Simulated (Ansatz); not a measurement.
A trace of molecular dynamics of CH3O + F + H (7 atoms, charge -1, multiplicity 1).

The calculation used UKS B3LYP-D4/def2-SVP (Ansatz 0.2.0).

| Item | Value |
| --- | --- |
| ensemble | NVE (velocity Verlet) |
| starting velocities drawn for | 1500 K |
| masses | H 2.014 u |
| seed | 39072 |

```json
{"time (fs)": "0.0", "T (K)": "1500", "potential energy less start (eV)": "0.000", "conserved less start (meV/atom)": "0.00"}
{"time (fs)": "2.0", "T (K)": "1231", "potential energy less start (eV)": "0.175", "conserved less start (meV/atom)": "0.21"}
{"time (fs)": "4.0", "T (K)": "876", "potential energy less start (eV)": "0.406", "conserved less start (meV/atom)": "0.42"}
{"time (fs)": "6.0", "T (K)": "913", "potential energy less start (eV)": "0.382", "conserved less start (meV/atom)": "0.30"}
{"time (fs)": "8.0", "T (K)": "1110", "potential energy less start (eV)": "0.253", "conserved less start (meV/atom)": "0.20"}
{"time (fs)": "10.0", "T (K)": "1154", "potential energy less start (eV)": "0.224", "conserved less start (meV/atom)": "0.13"}
{"time (fs)": "12.0", "T (K)": "923", "potential energy less start (eV)": "0.375", "conserved less start (meV/atom)": "0.25"}
{"time (fs)": "14.0", "T (K)": "767", "potential energy less start (eV)": "0.477", "conserved less start (meV/atom)": "0.41"}
{"time (fs)": "16.0", "T (K)": "974", "potential energy less start (eV)": "0.341", "conserved less start (meV/atom)": "0.12"}
{"time (fs)": "18.0", "T (K)": "961", "potential energy less start (eV)": "0.349", "conserved less start (meV/atom)": "0.10"}
{"time (fs)": "20.0", "T (K)": "610", "potential energy less start (eV)": "0.577", "conserved less start (meV/atom)": "0.32"}
{"time (fs)": "22.0", "T (K)": "432", "potential energy less start (eV)": "0.693", "conserved less start (meV/atom)": "0.39"}
{"time (fs)": "24.0", "T (K)": "589", "potential energy less start (eV)": "0.590", "conserved less start (meV/atom)": "0.21"}
{"time (fs)": "26.0", "T (K)": "707", "potential energy less start (eV)": "0.514", "conserved less start (meV/atom)": "0.20"}
{"time (fs)": "28.0", "T (K)": "715", "potential energy less start (eV)": "0.508", "conserved less start (meV/atom)": "0.16"}
{"time (fs)": "30.0", "T (K)": "543", "potential energy less start (eV)": "0.620", "conserved less start (meV/atom)": "0.17"}
{"time (fs)": "32.0", "T (K)": "406", "potential energy less start (eV)": "0.710", "conserved less start (meV/atom)": "0.43"}
{"time (fs)": "34.0", "T (K)": "724", "potential energy less start (eV)": "0.502", "conserved less start (meV/atom)": "0.05"}
{"time (fs)": "36.0", "T (K)": "768", "potential energy less start (eV)": "0.474", "conserved less start (meV/atom)": "0.08"}
{"time (fs)": "38.0", "T (K)": "513", "potential energy less start (eV)": "0.640", "conserved less start (meV/atom)": "0.32"}
{"time (fs)": "40.0", "T (K)": "452", "potential energy less start (eV)": "0.679", "conserved less start (meV/atom)": "0.25"}
{"time (fs)": "42.0", "T (K)": "525", "potential energy less start (eV)": "0.632", "conserved less start (meV/atom)": "0.29"}
{"time (fs)": "44.0", "T (K)": "734", "potential energy less start (eV)": "0.496", "conserved less start (meV/atom)": "0.18"}
{"time (fs)": "46.0", "T (K)": "807", "potential energy less start (eV)": "0.448", "conserved less start (meV/atom)": "0.05"}
{"time (fs)": "48.0", "T (K)": "628", "potential energy less start (eV)": "0.567", "conserved less start (meV/atom)": "0.45"}
{"time (fs)": "50.0", "T (K)": "907", "potential energy less start (eV)": "0.384", "conserved less start (meV/atom)": "0.12"}
```

**Question.** Can this run be trusted? Judge the integration.

**Answer.** The conserved energy stayed within 0.45 meV per atom of its start (net change 0.12 meV per atom), so the integration is sound. A run of 0.05 ps of so small a system gives no equilibrium averages. Limits of this set-up: an anion without diffuse functions, the dipole of an ion depends on the origin. The time step was 0.5 fs.

The run took 3.9 min on 1 thread of Arm Neoverse V1, with other jobs on the host, peak memory 0.13 GiB.
